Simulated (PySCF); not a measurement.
## Level of theory and adiabatic energies of losing or gaining an electron: `[BH2-]N[SiH3]` ([BH6NSi]-•)

The parent is a doublet.

All levels share the PBE0-D3(BJ)/ma-def2-SVP structures and the PBE0-D3(BJ)/ma-def2-SVP thermal terms; only the single-point energies (PySCF) change. Values are adiabatic energies of losing or gaining an electron (0 K, eV).

| level | detachment energy to the singlet neutral | time |
| --- | --- | --- |
| M06/ma-def2-TZVP (grid 3, guess huckel) | -1.11 | 6.2 min |
| B97-2/6-311+G** (grid 4, guess atom) | -1.04 | 5.3 min |
| B3LYP-D3(BJ)/ma-def2-TZVP | -0.87 | – |

Times are wall times for all single points of a level on 1 thread of AMD EPYC, a shared host; the dash marks the run that also made the structures.

At M06/ma-def2-TZVP (grid 3, guess huckel) a relaxed species lies above the same state at the other structure, so the structures fit that level poorly.

The spread: 0.24 eV, from -1.11 to -0.87.

Note: the parent lies 0.58 eV lower at the structure of the singlet neutral than at its own, so the structures fit this level poorly; the parent anion holds its electron weakly or not at all, so the values hang on the basis.
